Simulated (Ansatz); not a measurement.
System: corundum (α-Al2O3). Method: LDA (PAW; Ansatz, an electronic-structure program).

Settings: plane-wave cutoff 520 eV, 8×8×8 k mesh, Fermi–Dirac smearing 0.01 eV, scalar-relativistic PAW data made under PBE.

Equation-of-state points:

```
V (Å³/atom)  E − E_lowest (meV/atom)
-----------  -----------------------
7.991                          11.41
8.158                           2.75
8.324                           0.00
8.491                           2.60
8.657                          10.04
```

Question: What bulk modulus B0 and pressure derivative B′ does a third-order Birch–Murnaghan fit give?

Answer: V0 = 8.324 Å³/atom, B0 = 257 GPa, B′ = 4.0 (fit to the energies at full precision).

Shape and atoms are relaxed at each volume.

Measured, for comparison: bulk modulus 254 GPa (298 K, copied from a table, unchecked, not corrected to a static lattice, with K' = 4.34, our sources range from 239 to 254; as tabulated in BurnMan's mineral tables). Computed (rounded) less measured: bulk modulus not scored (unchecked). A static lattice is as a rule a little smaller and stiffer than an uncorrected measurement, which narrows the difference in the bulk modulus and would widen misses of the other sign.

Note: the bulk modulus comes from volumes at which shape and atoms were relaxed.

Static lattice: no zero-point or thermal effects.

Cost on a shared machine: around 6 core-minutes (rough).
